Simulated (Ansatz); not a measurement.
# Rock-salt BaO: TO phonon frequency at X by level of theory

No measured value is used here.

Question: Put these levels in order of the TO phonon frequency at X that they give for rock-salt BaO, smallest first: HSE06 (Ansatz, a quantum-chemistry and plane-wave program), LDA (Ansatz), PBE (Ansatz).

Answer: PBE (109 cm⁻¹), LDA (118 cm⁻¹), HSE06 (126 cm⁻¹)

Unless a cell is named, each level is at its own relaxed cell (LDA 20.06, PBE 21.65, HSE06 21.16 Å³/atom).

Each level is taken at its own relaxed cell. Ansatz's density-functional and Hartree–Fock values are scalar-relativistic unless marked +SOC, with PAW data made under PBE.
